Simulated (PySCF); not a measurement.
**O2 (oxygen) at 6 levels**

We compute a comparison of 6 runs (UHF/STO-3G, UHF/def2-SVP, UM06-2X/cc-pVDZ, UTPSS/6-311G**, UPBE/cc-pVTZ, UMP2/6-31G**) of O2 (oxygen). The job is set up through a Python script.

The calculation is run with PySCF 2.14.0.

### Step 1. The structure to begin with

The species is O2 (2 atoms), meant as a triplet with charge 0. SMILES: `O=O`. The coordinates come from a PBE0-D4/def2-TZVP relaxation.

Bond lengths: O1–O2 1.193 Å.

### Step 2. Energy and gradient at UHF/STO-3G (run 1)

Contents of run.py:

```python
from pyscf import gto, scf

system = gto.Mole()
system.atom = '''
O    0.509550  -0.164850   0.262450
O   -0.509550   0.164850  -0.262450
'''
system.verbose = 3
system.max_memory = 1860
system.spin = 2
system.basis = 'sto-3g'
system.charge = 0
system.build()

mf = scf.UHF(system)
mf.conv_tol = 1e-10
mf.kernel()
if not mf.converged:
    mf = mf.newton().run(mf.mo_coeff, mf.mo_occ)

energy = mf.e_tot
print('E(%s) = %.9f' % ('HF', energy))
grad = mf.nuc_grad_method().kernel()
mf.analyze()
```

Run with:

```sh
$ OMP_NUM_THREADS=1 python run.py
```

Output:

```text
WARN: HOMO -0.122551098358384 >= LUMO -0.122551098358388

converged SCF energy = -147.63270347573  <S^2> = 2.0034068  2S+1 = 3.0022703
E(HF) = -147.632703476
--------------- UHF gradients ---------------
         x                y                z
0 O    -0.0558105035     0.0180558562    -0.0287458869
1 O     0.0558105035    -0.0180558562     0.0287458869
----------------------------------------------
**** MO energy ****
                             alpha | beta                alpha | beta
MO #1   energy= -20.4447057981719  | -20.4129272648676  occ= 1 | 1
MO #2   energy= -20.4436251447249  | -20.4128264134292  occ= 1 | 1
MO #3   energy= -1.63499676128361  | -1.50559869791781  occ= 1 | 1
MO #4   energy= -1.08644444527592  | -0.893809331836717 occ= 1 | 1
MO #5   energy= -0.724850779575481 | -0.560097188771332 occ= 1 | 1
MO #6   energy= -0.724850779575478 | -0.454748088568714 occ= 1 | 1
MO #7   energy= -0.614069828770736 | -0.454748088568711 occ= 1 | 1
MO #8   energy= -0.409687836363344 | 0.277677472082855  occ= 1 | 0
MO #9   energy= -0.409687836363338 | 0.277677472082855  occ= 1 | 0
MO #10  energy= 0.715190261326944  | 0.806331954208302  occ= 0 | 0

To work with the spin densities directly, `use mulliken_meta_spin()` only printing them here.

 ** Mulliken spin pop alpha/beta on meta-lowdin orthogonal AOs **
 ** Mulliken Spin Density (per atom)  **
spin density of  0 O =      1.00000
spin density of  1 O =      1.00000
 ** Mulliken pop alpha/beta on meta-lowdin orthogonal AOs **
 ** Mulliken atomic charges   ( Nelec_alpha | Nelec_beta ) **
charge of  0O =     -0.00000  (     4.50000      3.50000 )
charge of  1O =      0.00000  (     4.50000      3.50000 )
Dipole moment(X, Y, Z, Debye): -0.00000,  0.00000, -0.00000
```

It took 1.2 s on 1 thread of Arm Neoverse N1, shared host; peak memory 0.12 GiB.

### Step 3. Energy and gradient at UHF/def2-SVP (run 2)

Contents of input.py:

```python
from pyscf import gto

molecule = gto.Mole()
molecule.atom = '''
O        0.509550      -0.164850       0.262450
O       -0.509550       0.164850      -0.262450
'''
molecule.max_memory = 1860
molecule.verbose = 3
molecule.spin = 2
molecule.basis = 'def2-svp'
molecule.build()

calc0 = molecule.UHF()
calc0.conv_tol = 1e-10
calc0.kernel()
if not calc0.converged:
    calc0 = calc0.newton().run(calc0.mo_coeff, calc0.mo_occ)

e_final = calc0.e_tot
print('Final energy', e_final)
grad = calc0.nuc_grad_method().kernel()
dip = calc0.dip_moment()
pop, q = calc0.mulliken_pop()
```

Run with:

```sh
$ OMP_NUM_THREADS=1 python input.py
```

Output:

```text
WARN: HOMO -0.213284153825415 >= LUMO -0.213284153825419

converged SCF energy = -149.493039126431  <S^2> = 2.0330227  2S+1 = 3.0219349
Final energy -149.4930391264306
--------------- UHF gradients ---------------
         x                y                z
0 O     0.0702887111    -0.0227398568     0.0362030659
1 O    -0.0702887111     0.0227398568    -0.0362030659
----------------------------------------------
Dipole moment(X, Y, Z, Debye):  0.00000, -0.00000,  0.00000
 ** Mulliken pop       alpha | beta **
pop of  0 O 1s        0.99605 | 0.99608
pop of  0 O 2s        0.60626 | 0.53880
pop of  0 O 3s        0.36009 | 0.38454
pop of  0 O 2px       0.47652 | 0.36641
pop of  0 O 2py       0.65585 | 0.27045
pop of  0 O 2pz       0.62367 | 0.28766
pop of  0 O 3px       0.17846 | 0.18479
pop of  0 O 3py       0.30461 | 0.22952
pop of  0 O 3pz       0.28198 | 0.22149
pop of  0 O 3dxy      0.00372 | 0.00489
pop of  0 O 3dyz      0.00120 | 0.00164
pop of  0 O 3dz^2     0.00219 | 0.00318
pop of  0 O 3dxz      0.00513 | 0.00564
pop of  0 O 3dx2-y2    0.00429 | 0.00492
pop of  1 O 1s        0.99605 | 0.99608
pop of  1 O 2s        0.60626 | 0.53880
pop of  1 O 3s        0.36009 | 0.38454
pop of  1 O 2px       0.47652 | 0.36641
pop of  1 O 2py       0.65585 | 0.27045
pop of  1 O 2pz       0.62367 | 0.28766
pop of  1 O 3px       0.17846 | 0.18479
pop of  1 O 3py       0.30461 | 0.22952
pop of  1 O 3pz       0.28198 | 0.22149
pop of  1 O 3dxy      0.00372 | 0.00489
pop of  1 O 3dyz      0.00120 | 0.00164
pop of  1 O 3dz^2     0.00219 | 0.00318
pop of  1 O 3dxz      0.00513 | 0.00564
pop of  1 O 3dx2-y2    0.00429 | 0.00492
In total             9.00000 | 7.00000
 ** Mulliken atomic charges   ( Nelec_alpha | Nelec_beta ) **
charge of  0O =     -0.00000  (     4.50000      3.50000 )
charge of  1O =      0.00000  (     4.50000      3.50000 )
```

It took 1.2 s on 1 thread of Arm Neoverse N1, shared host; peak memory 0.12 GiB.

Runs 3 to 5 aren't shown in full; the table further down has their settings and results.

### Step 4. Energy and gradient at UMP2/6-31G(d,p) (spherical functions) (run 6)

Contents of job.py:

```python
import pyscf.grad
from pyscf import gto, mp

molecule = gto.Mole()
molecule.atom = '''
O      0.962910    -0.311521     0.495959
O     -0.962910     0.311521    -0.495959
'''
molecule.max_memory = 1860
molecule.basis = '6-31g**'
molecule.spin = 2
molecule.verbose = 3
molecule.unit = 'bohr'
molecule.build()

mf = molecule.UHF()
mf.conv_tol = 1e-10
mf.kernel()
if not mf.converged:
    mf = mf.newton().run(mf.mo_coeff, mf.mo_occ)

pt = mp.MP2(mf, frozen=2).run()
etot = pt.e_tot
print(f'total energy: {etot:.8f} hartree')
grad = pt.Gradients().kernel()
dip = mf.dip_moment()
pop, q = mf.mulliken_pop()
```

Run with:

```sh
$ OMP_NUM_THREADS=1 python job.py
```

Output:

```text
WARN: HOMO -0.211268920600346 >= LUMO -0.211268920600353

converged SCF energy = -149.614188969404  <S^2> = 2.0337631  2S+1 = 3.0224249
E(UMP2) = -149.940425638204  E_corr = -0.32623666880073
E(SCS-UMP2) = -149.918240383358  E_corr = -0.304051413954572
total energy: -149.94042564 hartree
--------------- UMP2 gradients ---------------
         x                y                z
0 O    -0.0659069575     0.0213222433    -0.0339462138
1 O     0.0659069575    -0.0213222433     0.0339462138
----------------------------------------------
Dipole moment(X, Y, Z, Debye): -0.00000,  0.00000, -0.00000
 ** Mulliken pop       alpha | beta **
pop of  0 O 1s        0.99899 | 0.99896
pop of  0 O 2s        0.51741 | 0.45715
pop of  0 O 3s        0.44118 | 0.46958
pop of  0 O 2px       0.47947 | 0.36747
pop of  0 O 2py       0.66375 | 0.27337
pop of  0 O 2pz       0.63069 | 0.29025
pop of  0 O 3px       0.17504 | 0.17533
pop of  0 O 3py       0.29431 | 0.22144
pop of  0 O 3pz       0.27291 | 0.21317
pop of  0 O 3dxy      0.00600 | 0.00825
pop of  0 O 3dyz      0.00195 | 0.00280
pop of  0 O 3dz^2     0.00361 | 0.00557
pop of  0 O 3dxz      0.00797 | 0.00883
pop of  0 O 3dx2-y2    0.00672 | 0.00784
pop of  1 O 1s        0.99899 | 0.99896
pop of  1 O 2s        0.51741 | 0.45715
pop of  1 O 3s        0.44118 | 0.46958
pop of  1 O 2px       0.47947 | 0.36747
pop of  1 O 2py       0.66375 | 0.27337
pop of  1 O 2pz       0.63069 | 0.29025
pop of  1 O 3px       0.17504 | 0.17533
pop of  1 O 3py       0.29431 | 0.22144
pop of  1 O 3pz       0.27291 | 0.21317
pop of  1 O 3dxy      0.00600 | 0.00825
pop of  1 O 3dyz      0.00195 | 0.00280
pop of  1 O 3dz^2     0.00361 | 0.00557
pop of  1 O 3dxz      0.00797 | 0.00883
pop of  1 O 3dx2-y2    0.00672 | 0.00784
In total             9.00000 | 7.00000
 ** Mulliken atomic charges   ( Nelec_alpha | Nelec_beta ) **
charge of  0O =     -0.00000  (     4.50000      3.50000 )
charge of  1O =      0.00000  (     4.50000      3.50000 )
```

Wall time 1.5 s (1 thread of Arm Neoverse N1, shared host); peak memory 0.13 GiB.

### Step 5. Overview of the runs

```
run                               level  integration grid  frozen core orbitals  energy (Eh)  dipole moment (D) of the reference  HOMO energy (eV)  LUMO energy (eV)  wall time
  1                          UHF/STO-3G                 –                     –  -147.632703                                0.00            -11.15              7.56      1.2 s
  2                        UHF/def2-SVP                 –                     –  -149.493039                                0.00            -15.03              3.12      1.2 s
  3                     UM06-2X/cc-pVDZ                 5                     –  -150.277278                                0.00            -10.42             -0.97      7.8 s
  4                      UTPSS/6-311G**                 5                     –  -150.386440                                0.00             -6.66             -3.97      9.9 s
  5                        UPBE/cc-pVTZ                 5                     –  -150.238646                                0.00             -6.47             -4.14       11 s
  6  UMP2/6-31G** (spherical functions)                 –                     2  -149.940426                                0.00            -14.85              3.29      1.5 s
```

### Step 6. What came out

| quantity | value |
| --- | --- |
| run 6: total energy | -149.94043 Eh |
| run 6: dipole moment (Hartree–Fock density) | 0.00 D |
| run 6: HOMO energy (Hartree–Fock orbitals) (highest over α and β) | -14.85 eV |
| run 6: LUMO energy (Hartree–Fock orbitals) (lowest over α and β) | 3.29 eV |
| run 6: correlation energy (2 core orbitals frozen) | -326.2 mEh |
| run 6: ⟨S²⟩ of the reference determinant | 2.034 |
| run 6: largest force on an atom | 3.967 eV/Å |

What this shows: Totals of different functionals can't be ranked against each other. In run 1 the basis is minimal, so the values are rough. All runs together took 32 s, the longest 11 s.
